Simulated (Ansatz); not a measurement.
The first iterations of a band of C2H5Si (8 atoms, charge 0, multiplicity 2).

These are results of UKS PBE-D4/6-31G* (Ansatz 0.2.0), not measurements.

```
movable images  : 4
climbing image  : no
spring          : 5.0 eV/Å²
optimiser       : quadratic models (default)
start path      : IDPP
force threshold : 0.05 eV/Å
iteration limit : 60
end points      : relaxed
```

First end point:

```xyz
8
Properties=species:S:1:pos:R:3
C -0.413 0.944 -0.890
C -0.358 0.349 0.327
Si 0.896 -0.921 0.818
H 0.269 0.668 -1.703
H -1.147 1.725 -1.123
H -1.064 0.688 1.099
H 1.544 -1.573 -0.372
H 0.366 -1.938 1.788
```

Last end point:

```xyz
8
Properties=species:S:1:pos:R:3
C -0.221 1.094 -0.778
C -0.463 0.268 0.270
Si 0.234 -1.438 0.436
H 0.464 0.816 -1.589
H -0.690 2.081 -0.863
H -1.173 0.607 1.039
H 1.445 -1.645 -0.431
H 0.496 -1.840 1.860
```

| iteration | highest image above the first end (eV) | largest band force component (eV/Å) |
| --- | --- | --- |
| 1 | 0.140 | 0.456 |
| 2 | 0.113 | 0.214 |

Question: Does the band converge within its limit, and where does its top end?

Answer: The forces met the threshold. It ended after 6 iterations with the highest image 0.105 eV above the first end. No image climbed, so the highest image needn't sit at the top of the path.

The run took 50 s on 1 thread of AMD EPYC 7R43 64-Core Processor (Zen 3), with other jobs on the host, peak memory 0.14 GiB.
